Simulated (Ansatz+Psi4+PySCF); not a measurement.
The numbers below are computed, except where a source is named.
```xyz
4

O     0.0000    0.7341   -0.0527
O     0.0000   -0.7341   -0.0527
H     0.8396    0.8808    0.4220
H    -0.8396   -0.8808    0.4220
```

Basis set: cc-pVTZ (spherical functions). Left uncorrelated: 2 orbitals. Charge 0, multiplicity 1.

Starred EOM-CCSD(T)(a) on the restricted Hartree–Fock determinant with PySCF 2.14.0; the energies are vertical.

(1) The solver was asked for the few lowest roots only. Give the ionization energies of singlet H2O2 among them whose weight of singles is over 0.7.

## Answers

(1)

| root | energy (eV) | weight of singles |
| --- | --- | --- |
| 1 | 11.25 | 0.95 |
| 2 | 12.69 | 0.95 |
| 3 | 15.12 | 0.95 |

Higher main lines weren't sought.
